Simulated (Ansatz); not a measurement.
Results of LDA (Ansatz, a quantum-chemistry and plane-wave program, plane waves, PAW) for Ge(SeO3)2 (Pa-3, No. 205; cell taken from a computed entry).

Settings: plane-wave cutoff 520 eV, 6×6×6 k mesh, Fermi–Dirac smearing 0.01 eV, scalar-relativistic PAW data made under PBE.

Cell (relaxed with PBEsol):

GeO6Se2 has the cubic space group Pa-3 (No. 205), Pearson symbol cP36. Cell: a = 7.8128 Å, b = 7.8128 Å, c = 7.8128 Å, α = 90.00°, β = 90.00°, γ = 90.00°. Ge on 4b is coordinated by 6 O at 1.895 Å (octahedral). Se on 8c is surrounded by 3 O at 1.726 Å (trigonal pyramidal). O on 24d is surrounded by 1 Se at 1.726 Å and 1 Ge at 1.895 Å (bent). (Neighbours: up to the widest gap in distance over summed covalent radii, below 1.35, at either atom.)

### Question
Give the computed band gap.

### Answer

- band gap: 3.06 eV (direct)

Note: cell and atoms aren't relaxed at this level (largest force component 0.21 eV/Å, pressure -4.4 GPa).

Spin–orbit coupling is not included.

Static lattice: no zero-point or thermal effects.
